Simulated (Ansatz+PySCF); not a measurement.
A calculation with PySCF 2.14.0.

```python
from pyscf import gto, scf, mp

# the (T+d) and (D+d) sets load through basis_set_exchange
mol = gto.M(atom="""
C -1.369200 0.415910 0.020370
S 0.089630 -0.594910 -0.018500
C 1.334350 0.596090 0.042340
H -2.225160 -0.257080 -0.025350
H -1.405960 0.990480 0.945840
H -1.392050 1.084690 -0.840990
H 1.142590 1.610890 -0.278980
H 2.347450 0.231100 0.127450
""", basis={'C': 'cc-pvtz', 'H': 'cc-pvtz', 'S': 'cc-pv(t+d)z'}, charge=0, spin=1)
mf = scf.UHF(mol)
mf.kernel()
pt = mp.MP2(mf, frozen=7).run()
print(mf.e_tot, pt.e_corr, pt.e_tot)
```

The script is written out from the run's settings.

Results

| Property | Result |
| --- | --- |
| Converged | yes |
| Reference energy | -476.17837 hartree |
| Correlation energy | -0.50383 hartree |
| Total energy | -476.68220 hartree |
| Spin squared of the determinant | 0.771 |
